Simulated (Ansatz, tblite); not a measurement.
**The cluster SiO2−: rung by rung**

How do method and basis change the picture of the cluster SiO2− (doublet)?

The runs use Ansatz 0.2.0, Gaussian basis; as each input shows.

Levels to be run: GFN1-xTB, GFN2-xTB, PBE-D4/def2-TZVPD, r2SCAN-D4/def2-TZVPD, r2SCANh-D4/def2-TZVPD, HF/def2-TZVPD, PBE-QIDH/def2-TZVPD, B3LYP-D4/def2-TZVPD, B2PLYP/def2-TZVPD, PBE-D4/def2-SVPD, PBE0-D4/def2-SVPD, HF/STO-3G, HF/6-31G, B3LYP-D4/6-31G, CCSD(T)/def2-TZVPPD, MP2/def2-TZVPD, RPA/def2-TZVPD.

## 1. The relaxed structure

The geometry is that of the doublet, from an earlier relaxation (PBE0-D4/def2-TZVPD). At that level it is the lowest of the isomers that a small search found.

3 atoms, charge -1, spin multiplicity 2.

Bond lengths: Si1–O2 1.551 Å, Si1–O3 1.551 Å. Angles: O2–Si1–O3 138.6°.

The ion is computed in the gas phase, without counter-ions or solvent.

PBE0-D4/def2-TZVPD was run before; its log isn't repeated, and its numbers join the tables.

## 2. GFN1-xTB

Tight binding, by tblite at 300 K electronic temperature and without a spin-polarisation term:

```python
tblite.interface.Calculator('GFN1-xTB', numbers, positions, charge=-1, uhf=1).singlepoint()
```

Energy -314.4628 eV; 0.004 s.

## 3. GFN2-xTB

Tight binding, by tblite at 300 K electronic temperature and without a spin-polarisation term:

```python
tblite.interface.Calculator('GFN2-xTB', numbers, positions, charge=-1, uhf=1).singlepoint()
```

Energy -274.6905 eV; 0.004 s.

## 4. PBE-D4/def2-TZVPD

start.molden holds the orbitals of an earlier run on this state, given as this run's starting guess.

Input file in.yaml:

```yaml
crystal:
  periodic: [false, false, false]
  atoms:
    - {symbol: Si, position_ang: [-0.252264, -0.263646, -0.026823]}
    - {symbol: O, position_ang: [-0.857729, 1.115163, -0.398812]}
    - {symbol: O, position_ang: [1.109993, -0.851527, 0.425645]}
basis:
  gaussian: {orbitals: def2-TZVPD, initial_orbitals: start.molden}
total_charge: -1
magnetization: {spin_polarized: true, initial_magnetization: 1}
hamiltonian: {xc: pbe, dispersion: d4}
scf: {omitted_lower_state_checks: [starts]}
output: {forces: true, orbitals: {seedname: orbitals}}
```

Started as:

```bash
> ansatz run in.yaml --threads 4 --pin off --events-out ev --progress --plain --max-ram 3916MiB
```

After this run come: r2SCAN-D4/def2-TZVPD; r2SCANh-D4/def2-TZVPD; HF/def2-TZVPD; PBE-QIDH/def2-TZVPD; B3LYP-D4/def2-TZVPD; B2PLYP/def2-TZVPD; PBE-D4/def2-SVPD; PBE0-D4/def2-SVPD; HF/STO-3G; HF/6-31G; B3LYP-D4/6-31G; CCSD(T)/def2-TZVPPD; MP2/def2-TZVPD; RPA/def2-TZVPD.

Q: Predict the results of all the runs planned. Wanted: gap in def2-TZVPD, named functionals and Hartree-Fock, smallest and largest; correlation energy, CCSD(T)/def2-TZVPPD; correlation energy, MP2/def2-TZVPD; ⟨S²⟩ in def2-TZVPD, named functionals and Hartree-Fock, smallest and largest; PBE0 total energy, smallest basis above largest.

As calculated:

| quantity | value |
| --- | --- |
| gap in def2-TZVPD, named functionals and Hartree-Fock, smallest and largest | 1.12 eV (PBE-D4), 8.59 eV (HF) |
| correlation energy, CCSD(T)/def2-TZVPPD | -16.75 eV |
| correlation energy, MP2/def2-TZVPD | -16.13 eV |
| ⟨S²⟩ in def2-TZVPD, named functionals and Hartree-Fock, smallest and largest | 0.753, 0.762 |
| PBE0 total energy, smallest basis above largest | 7.74 eV (def2-SVPD, def2-TZVPD) |

**Reading.** Over the named functionals and Hartree-Fock in def2-TZVPD the gap runs from 1.12 eV (PBE-D4) to 8.59 eV (HF); exact exchange widens it. Over the named functionals and Hartree-Fock in def2-TZVPD spin contamination reaches 0.01 (HF), which is small. PBE-D4, r2SCAN-D4 put the HOMO above zero: the outermost electron is held by the basis alone.
